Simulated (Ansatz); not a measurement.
# One shape, several levels: AlHClO (SMILES [O][AlH][Cl])

We compute a comparison of 6 runs (U-r2SCAN0/STO-3G, U-wB97M-V/STO-3G, UCAM-B3LYP/STO-3G, UPBE0/STO-3G, UCCSD/STO-3G, UCCSD(T)/STO-3G) of AlHClO. 

Program for the calculation: Ansatz 0.2.0.

60 further runs of the same task are left out: 7 that didn't finish, 53 set aside as unsound or not needed.

## 1. The structure to begin with

AlHClO: 4 atoms, total charge 0, spin state doublet. SMILES: `[O][AlH][Cl]`. The Cl3–Al2 distance was set to 3.122 Å, away from the relaxed value.

Bond lengths: O1–Al2 1.729 Å, Al2–H4 1.566 Å. Angles: O1–Al2–H4 118.8°.

## 2. The energy at U-r2SCAN0/STO-3G (run 1)

Contents of input.yaml:

```yaml
crystal:
  periodic: [false, false, false]
  atoms:
    - {symbol: O, position_ang: [1.136390, -0.906102, 1.942793]}
    - {symbol: Al, position_ang: [0.964190, 0.178798, 0.607793]}
    - {symbol: Cl, position_ang: [-1.573200, -0.210600, -1.168800]}
    - {symbol: H, position_ang: [2.065490, 1.267098, 0.374393]}
basis:
  gaussian:
    orbitals: STO-3G
magnetization:
  spin_polarized: true
  initial_magnetization: 1
hamiltonian:
  xc: {name: r2SCAN0}
accuracy: high
```

Run with:

```bash
ansatz run input.yaml --threads 1 --pin off --max-ram 2610MiB --events-out events.jsonl --progress --plain --runs-dir runs
```

Standard output:

```text
Warning: RAYON_NUM_THREADS=1 ignored (pool sized by the plan → 1); use --threads N
Functional definition: r2SCAN0
  name "r2SCAN0"
  parameter a = 0.25
  parameter k0 = 0.174
  parameter k1 = 0.065
  parameter a1 = 4.9479
  exchange = (1 - a)*r2scan_x(k0 = k0, k1 = k1, a1 = a1) + a*exact_x
  correlation = r2scan_c
401 factors; integrals over basis functions are off by at most 2.4e-8 eV
mean field evaluation 1: about -20930.8067 eV, gradient 1.7e1 eV
mean field evaluation 2: about -20918.5313 eV, gradient 3.7e1 eV
mean field evaluation 4: about -20934.2694 eV, gradient 5.1e0 eV
mean field evaluation 8: about -20934.6987 eV, gradient 2.1e-1 eV
mean field evaluation 16: about -20934.6854 eV, gradient 2.4e-3 eV
mean field evaluation 32: about -20934.6854 eV, gradient 1.0e-7 eV
mean field -20934.68535854 eV, -769.3354968870 hartree, gradient 3.7e-8 eV, S^2 0.844177; 6 other end points of the search recorded, 0 dependent functions left out
reference -20934.68535906 eV, -769.3354969062 hartree; 20, 19 occupied and 4, 5 virtual orbitals, 401 factors
Total energy: -20934.68535906 eV, -769.3354969062 hartree
```

It took 11 s on 1 thread of Arm Neoverse V1, shared host; peak memory 0.24 GiB.

## 3. A single-point energy at U-wB97M-V/STO-3G (run 2)

Contents of input.yaml:

```yaml
crystal:
  periodic: [false, false, false]
  atoms:
    - symbol: O
      position_ang: [1.136390, -0.906102, 1.942793]
    - symbol: Al
      position_ang: [0.964190, 0.178798, 0.607793]
    - symbol: Cl
      position_ang: [-1.573200, -0.210600, -1.168800]
    - symbol: H
      position_ang: [2.065490, 1.267098, 0.374393]
basis:
  gaussian:
    orbitals: STO-3G
magnetization:
  spin_polarized: true
  initial_magnetization: 1
hamiltonian:
  xc: {name: wB97M-V}
accuracy: high
```

Run with:

```bash
ansatz run input.yaml --threads 1 --pin off --max-ram 2610MiB --events-out events.jsonl --progress --plain --runs-dir runs
```

Standard output, shortened:

```text
Warning: RAYON_NUM_THREADS=1 ignored (pool sized by the plan → 1); use --threads N
Functional definition: wB97M-V
  name "wB97M-V"
[...]
  gx(w, u) = 1 - cx + cx01*u + cx10*w
  gss(w, u) = css00 + css04*u^4 + css10*w + css20*w^2 + css43*w^4*u^3
  gos(w, u) = cos00 + cos10*w + (cos20 + cos21*u)*w^2 + (cos60 + cos61*u)*w^6
[...]
      + integral(e_c_pw_mod_opposite_spin*gos(b97_w_opposite, b97_u_opposite)) + vv10(b, c)
401 factors; integrals over basis functions are off by at most 2.4e-8 eV
160 factors; integrals over basis functions are off by at most 8.2e-10 eV
[...]
mean field -20937.62763652 eV, -769.4436236082 hartree, gradient 4.9e-8 eV, S^2 0.807554; 6 other end points of the search recorded, 0 dependent functions left out
reference -20937.62763872 eV, -769.4436236893 hartree; 20, 19 occupied and 4, 5 virtual orbitals, 401 factors
Total energy: -20937.62763872 eV, -769.4436236893 hartree
```

Run time: 53 s. Hardware: 1 thread of Arm Neoverse V1, shared host; peak memory 0.54 GiB.

Runs 3 to 4 aren't shown in full; the table further down has their settings and results.

## 4. A single-point energy at UCCSD/STO-3G (run 5)

Contents of run.yaml:

```yaml
crystal:
  periodic: [false, false, false]
  atoms:
    - {symbol: O, position_ang: [1.136390, -0.906102, 1.942793]}
    - {symbol: Al, position_ang: [0.964190, 0.178798, 0.607793]}
    - {symbol: Cl, position_ang: [-1.573200, -0.210600, -1.168800]}
    - {symbol: H, position_ang: [2.065490, 1.267098, 0.374393]}
basis:
  gaussian:
    orbitals: STO-3G
magnetization:
  spin_polarized: true
  initial_magnetization: 1
correlation:
  method: ccsd
  frozen_orbitals: {Al: 5, Cl: 5, H: 0, O: 1}
accuracy: high
scf:
  omitted_lower_state_checks: [cluster_reference, increment]
```

Run with:

```bash
ansatz run run.yaml --threads 1 --pin off --max-ram 2610MiB --events-out events.jsonl --progress --plain --runs-dir runs
```

Standard output:

```text
Warning: RAYON_NUM_THREADS=1 ignored (pool sized by the plan → 1); use --threads N
[... 16 lines left out ...]
11 core orbitals not correlated: weight in the atoms' cores, before any rotation towards them, 1.000 or more for the frozen orbitals, at most 0.000 for the correlated occupied ones
[... 53 lines left out ...]
WARN: these amplitudes may be one of several solutions (largest doubles amplitude 0.22, level shift 3.76 eV)
Total energy: -20899.20300328 eV, -768.0315443819 hartree
Checks for a lower state left out: cluster_reference, increment
```

Wall time 1.1 s (1 thread of Arm Neoverse V1, shared host).

## 5. The energy at UCCSD(T)/STO-3G (run 6)

Contents of molecule.yaml:

```yaml
crystal:
  periodic: [false, false, false]
  atoms:
    - {symbol: O, position_ang: [1.136390, -0.906102, 1.942793]}
    - {symbol: Al, position_ang: [0.964190, 0.178798, 0.607793]}
    - {symbol: Cl, position_ang: [-1.573200, -0.210600, -1.168800]}
    - {symbol: H, position_ang: [2.065490, 1.267098, 0.374393]}
basis:
  gaussian: {orbitals: STO-3G}
total_charge: 0
magnetization: {spin_polarized: true, initial_magnetization: 1}
correlation: {method: ccsd_t, frozen_orbitals: {Al: 5, Cl: 5, H: 0, O: 1}}
accuracy: high
scf: {omitted_lower_state_checks: [cluster_reference, increment]}
```

Run with:

```bash
ansatz run molecule.yaml --threads 1 --pin off --max-ram 2610MiB --events-out events.jsonl --progress --plain --runs-dir runs
```

Standard output:

```text
Warning: RAYON_NUM_THREADS=1 ignored (pool sized by the plan → 1); use --threads N
[... 16 lines left out ...]
11 core orbitals not correlated: weight in the atoms' cores, before any rotation towards them, 1.000 or more for the frozen orbitals, at most 0.000 for the correlated occupied ones
[... 54 lines left out ...]
WARN: these amplitudes may be one of several solutions (largest doubles amplitude 0.22, level shift 3.76 eV)
Total energy: -20899.32306056 eV, -768.0359564057 hartree
Checks for a lower state left out: cluster_reference, increment
```

Run time: 1.1 s. Hardware: 1 thread of Arm Neoverse V1, shared host.

## 6. Overview of the runs

| run | level | frozen core orbitals | energy (Eh) | ⟨S²⟩ | wall time |
| --- | --- | --- | --- | --- | --- |
| 1 | U-r2SCAN0/STO-3G | – | -769.335497 | 0.844 | 11 s |
| 2 | U-wB97M-V/STO-3G | – | -769.443624 | 0.808 | 53 s |
| 3 | UCAM-B3LYP/STO-3G | – | -769.310676 | 0.842 | 3.9 s |
| 4 | UPBE0/STO-3G | – | -769.068399 | 0.816 | 3.3 s |
| 5 | UCCSD/STO-3G | 11 | -768.031544 | 1.059 | 1.1 s |
| 6 | UCCSD(T)/STO-3G | 11 | -768.035956 | 1.059 | 1.1 s |

## 7. Results

| quantity | value |
| --- | --- |
| run 6: total energy | -768.03596 Eh |
| run 6: correlation energy (11 core orbitals frozen) | -79.6 mEh |
| run 6: (T) correction | -4.41 mEh |
| run 6: ⟨S²⟩ of the reference determinant | 1.059 |
| run 6: T1 diagnostic | 0.050 |

Totals of different functionals can't be ranked against each other. In runs 1, 2, 3, 4, 5, 6 the basis is minimal, so the values are rough. Spin contamination of the reference: run 5 ⟨S²⟩ = 1.06, run 6 ⟨S²⟩ = 1.06. All runs together took 73 s, the longest 53 s.
